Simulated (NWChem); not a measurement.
# C2H2F3 (SMILES [CH2]C(F)(F)F): levels of theory compared

Wanted: a comparison of 4 runs (UHF/STO-3G, UHF/3-21G, UB3LYP/6-31G*) of C2H2F3. 

The calculation is run with NWChem 7.3.0.

**1. Starting point**

C2H2F3: 7 atoms, total charge 0, spin state doublet. As SMILES, `[CH2]C(F)(F)F`. Geometry: relaxed at PBE0-D4/def2-TZVP.

Bond lengths: C1–C2 1.475 Å, C2–F3 1.348 Å, C2–F4 1.340 Å, C2–F5 1.340 Å, C1–H6 1.079 Å, C1–H7 1.079 Å. Angles: C1–C2–F3 112.0°, C1–C2–F4 111.7°, C1–C2–F5 111.7°, F3–C2–F4 106.7°, F3–C2–F5 106.7°, F4–C2–F5 107.7°, C2–C1–H6 119.0°, C2–C1–H7 119.0°, H6–C1–H7 121.5°.

**2. Energy and gradient at UHF/STO-3G (run 1)**

The input, run.py:

```python
from ase import Atoms
from ase.calculators.nwchem import NWChem

atoms = Atoms(['C', 'C', 'F', 'F', 'F', 'H', 'H'], positions=[
    [-0.264300, 0.823800, 0.273900],
    [0.195600, -0.510000, -0.157200],
    [-0.758400, -1.177200, -0.836600],
    [0.534300, -1.279100, 0.886000],
    [1.259800, -0.430000, -0.967200],
    [-0.791300, 0.918400, 1.211200],
    [-0.175800, 1.654100, -0.410200],
])

calc = NWChem(
    label='work',
    theory='scf',
    memory='2200 mb',
    basis='STO-3G',
    basispar='spherical bse',
    scf={'nopen': '1', 'uhf': None, 'thresh': '1e-08', 'maxiter': '80'},
)
atoms.calc = calc

forces = atoms.get_forces()
print("Total energy (eV):", round(atoms.get_potential_energy(), 6))
print("forces (eV/A):")
for s, f in zip(atoms.symbols, forces):
    print(f"{s:2s} {f[0]:10.5f} {f[1]:10.5f} {f[2]:10.5f}")
```

Command:

```bash
$ export ASE_NWCHEM_COMMAND="nwchem PREFIX.nwi > PREFIX.nwo"
$ python run.py
```

The program printed:

```text
Total energy (eV): -10069.232957
forces (eV/A):
C    -0.75534    2.39030    0.79720
C    -0.06834   -0.56029   -0.28945
F    -1.71457   -1.01980   -1.13864
F     0.65486   -1.36613    2.06429
F     2.04619    0.26991   -1.50183
H    -0.06500    0.16213   -0.00920
H    -0.09780    0.12388    0.07765
```

The calculator wrote work.nwi:

```
title "work"

permanent_dir work

scratch_dir work

start work

geometry units angstrom nocenter noautosym noautoz
  C  -2.6429999999999998e-01 8.2379999999999998e-01 2.7389999999999998e-01
  C  1.9560000000000000e-01 -5.1000000000000001e-01 -1.5720000000000001e-01
  F  -7.5839999999999996e-01 -1.1772000000000000e+00 -8.3660000000000001e-01
  F  5.3430000000000000e-01 -1.2790999999999999e+00 8.8600000000000001e-01
  F  1.2598000000000000e+00 -4.2999999999999999e-01 -9.6719999999999995e-01
  H  -7.9130000000000000e-01 9.1839999999999999e-01 1.2112000000000001e+00
  H  -1.7580000000000001e-01 1.6540999999999999e+00 -4.1020000000000001e-01
end

memory 2200 mb

basis spherical bse noprint
   * library STO-3G
end

scf
  nopen 1
  uhf
  thresh 1e-08
  maxiter 80
end

task scf gradient
```

work.nwo:

```text
Northwest Computational Chemistry Package (NWChem) 7.3.0
             --------------------------------------------------------

           Job information
           ---------------

    nwchem branch   = 7.3.0
    use scalapack   = T
    input           = work.nwi
    prefix          = work.
    data base       = work/work.db
    status          = startup
    nproc           =        1

           Memory information
           ------------------

    heap     =     72089600 doubles =      550.0 Mbytes
    stack    =     72089597 doubles =      550.0 Mbytes
    global   =    144179200 doubles =     1100.0 Mbytes (distinct from heap & stack)
    total    =    288358397 doubles =     2200.0 Mbytes
    verify   = yes
    hardfail = no

[... 39 lines left out ...]
            Nuclear Dipole moment (a.u.)
[... 86 lines left out ...]
 1-e energy   =    -901.471030
[... 7 lines left out ...]
         Quadratically convergent UHF
[... 15 lines left out ...]
       Final UHF  results
[... 3 lines left out ...]
      One electron energy =   -899.620011277251
[... 1 line left out ...]
 Nuclear repulsion energy =    191.936039688929
[... 39 lines left out ...]
          Final beta eigenvalues
[... 188 lines left out ...]
                     UHF Final Beta Molecular Orbital Analysis
[... 251 lines left out ...]
                 ----------------------------------------
                 |  Time  |  1-e(secs)   |  2-e(secs)   |
                 ----------------------------------------
                 |  CPU   |       0.00   |       0.19   |
                 ----------------------------------------
                 |  WALL  |       0.00   |       0.19   |
                 ----------------------------------------

 Task  times  cpu:        1.9s     wall:        1.9s
 Total times  cpu:        2.0s     wall:        2.0s
```

It took 3.3 s on 1 thread of Intel Xeon Platinum 8259CL at 2.50GHz (Skylake/Cascade Lake), shared host; peak memory 0.099 GiB.

**3. Energy and gradient at UHF/3-21G (run 2)**

The input, run.nw:

```
start run
memory total 2200 mb

geometry noautosym nocenter noautoz
  C       -0.264300       0.823800       0.273900
  C        0.195600      -0.510000      -0.157200
  F       -0.758400      -1.177200      -0.836600
  F        0.534300      -1.279100       0.886000
  F        1.259800      -0.430000      -0.967200
  H       -0.791300       0.918400       1.211200
  H       -0.175800       1.654100      -0.410200
end

basis spherical bse
  * library 3-21G
end

scf
  doublet
  uhf
  thresh 1e-08
  maxiter 80
end

task scf gradient
```

Command:

```bash
$ nwchem run.nw > run.out
```

The program printed:

```text
[...]
  functions       =    49
[...]
  wavefunction    = UHF
[...]
         Total SCF energy =   -373.150762876738
      One electron energy =   -899.586305712533
      Two electron energy =    334.499503146865
 Nuclear repulsion energy =    191.936039688930
                       Sz =      0.5000
                 Sz(Sz+1) =      0.7500
                      S^2 =      0.7615
[...]
                         UHF ENERGY GRADIENTS
    atom               coordinates                        gradient
                 x          y          z           x          y          z
   1 C      -0.499455   1.556756   0.517596    0.001453  -0.008110  -0.003142
   2 C       0.369630  -0.963760  -0.297065    0.006725  -0.009239  -0.001535
   3 F      -1.433168  -2.224585  -1.580945    0.006843   0.004730   0.004863
   4 F       1.009681  -2.417149   1.674297   -0.002723   0.005867  -0.009965
   5 F       2.380677  -0.812582  -1.827743   -0.009292  -0.001895   0.007005
   6 H      -1.495340   1.735524   2.288836   -0.003983   0.001351   0.007943
   7 H      -0.332214   3.125796  -0.775166    0.000975   0.007295  -0.005168
[...]
```

Wall time 3 s (1 thread of Intel Xeon Platinum 8259CL at 2.50GHz (Skylake/Cascade Lake), shared host); peak memory 0.1 GiB.

Run 3 isn't shown in full; the table further down has it.

**4. Energy and forces at UB3LYP/6-31G(d) (Cartesian functions) (run 4)**

The input, c2h2f3.nw:

```
start c2h2f3
memory stack 880 mb heap 220 mb global 1100 mb

geometry noautosym nocenter noautoz
  C    -0.264300    0.823800    0.273900
  C     0.195600   -0.510000   -0.157200
  F    -0.758400   -1.177200   -0.836600
  F     0.534300   -1.279100    0.886000
  F     1.259800   -0.430000   -0.967200
  H    -0.791300    0.918400    1.211200
  H    -0.175800    1.654100   -0.410200
end

basis
  C library 6-31G*
  F library 6-31G*
  H library 6-31G*
end

dft
  xc b3lyp
  mult 2
  grid xfine
  convergence energy 1e-08
  iterations 100
  mulliken
end

task dft gradient
```

Command:

```bash
$ nwchem c2h2f3.nw > c2h2f3.out
```

The program printed:

```text
[...]
          Wavefunction type:  spin polarized.
          No. of atoms     :     7
          No. of electrons :    41
[...]
          Charge           :     0
          Spin multiplicity:     2
[...]
          AO basis - number of functions:    79
[...]
              XC Information
              --------------
                         B3LYP Method XC Potential
                     Hartree-Fock (Exact) Exchange  0.200
                        Slater Exchange Functional  0.800 local
                    Becke 1988 Exchange Functional  0.720 non-local
              Lee-Yang-Parr Correlation Functional  0.810
                  VWN I RPA Correlation Functional  0.190 local
[...]
 d= 0,ls=0.0,diis     1   -376.7097773180 -5.69D+02  1.01D-02  4.00D-01     5.3
[...]
 d= 0,ls=0.0,diis    11   -376.8756576405 -7.24D-09  2.91D-07  6.55D-10    55.3
[...]
         Total DFT energy =     -376.875657640547
      One electron energy =     -903.085831643321
           Coulomb energy =      377.293143243867
    Exchange-Corr. energy =      -43.019008930022
 Nuclear repulsion energy =      191.936039688930
[...]
      Total Density - Mulliken Population Analysis
     ---------------------------------------------
    Atom       Charge   Shell Charges
 -----------   ------   -------------------------------------------------------
    1 C    6     6.38   1.99  0.71  2.04  0.65  0.98  0.01
    2 C    6     5.20   1.99  0.73  1.83  0.15  0.38  0.12
    3 F    9     9.26   1.99  0.95  3.32  0.97  1.98  0.05
    4 F    9     9.26   1.99  0.95  3.32  0.97  1.98  0.06
    5 F    9     9.26   1.99  0.95  3.32  0.97  1.98  0.06
    6 H    1     0.81   0.52  0.29
    7 H    1     0.81   0.52  0.29
[...]
      <S2> =      0.7535 (Exact =     0.7500)
[...]
  wavefunction    = open shell
                         DFT ENERGY GRADIENTS
    atom               coordinates                        gradient
                 x          y          z           x          y          z
   1 C      -0.499455   1.556756   0.517596   -0.000795  -0.001957  -0.001208
   2 C       0.369630  -0.963760  -0.297065    0.001938  -0.003926  -0.001036
   3 F      -1.433168  -2.224585  -1.580945    0.008513   0.004930   0.005612
   4 F       1.009681  -2.417149   1.674297   -0.002537   0.005753  -0.009833
   5 F       2.380677  -0.812582  -1.827743   -0.009080  -0.001950   0.007003
   6 H      -1.495340   1.735524   2.288836    0.001336  -0.001007  -0.001183
   7 H      -0.332214   3.125796  -0.775166    0.000627  -0.001844   0.000646
[...]
```

It took 64 s on 1 thread of Intel Xeon Platinum 8259CL at 2.50GHz (Skylake/Cascade Lake), shared host; peak memory 0.14 GiB.

**5. Overview of the runs**

| run | level | iteration cap | module | energy (Eh) | dipole moment (D) | HOMO energy (eV) | LUMO energy (eV) | wall time |
| --- | --- | --- | --- | --- | --- | --- | --- | --- |
| 1 | UHF/STO-3G | 80 | scf | -370.037489 | 1.55 | -10.49 | 7.07 | 3.3 s |
| 2 | UHF/3-21G | 80 | scf | -373.150763 | 2.71 | -12.15 | 2.43 | 3 s |
| 3 | UB3LYP/6-31G* (spherical functions) | 100 | dft | -376.871751 | 1.98 | -7.22 | -2.69 | 59 s |
| 4 | UB3LYP/6-31G* (Cartesian functions) | 100 | dft | -376.875658 | 1.98 | -7.22 | -2.69 | 64 s |

**6. Results**

| quantity | value |
| --- | --- |
| run 4: total energy | -376.87566 Eh |
| run 4: dipole moment | 1.98 D |
| run 4: HOMO energy (highest over α and β) | -7.22 eV |
| run 4: LUMO energy (lowest over α and β) | -2.69 eV |
| run 4: ⟨S²⟩ | 0.753 |
| run 4: largest force on an atom | 0.600 eV/Å |

In words: The dipole moment (its size) runs from 1.55 D (UHF/STO-3G) to 2.71 D (UHF/3-21G). In run 1 the basis is minimal, so the values are rough. All runs together took 2.2 min, the longest 64 s.
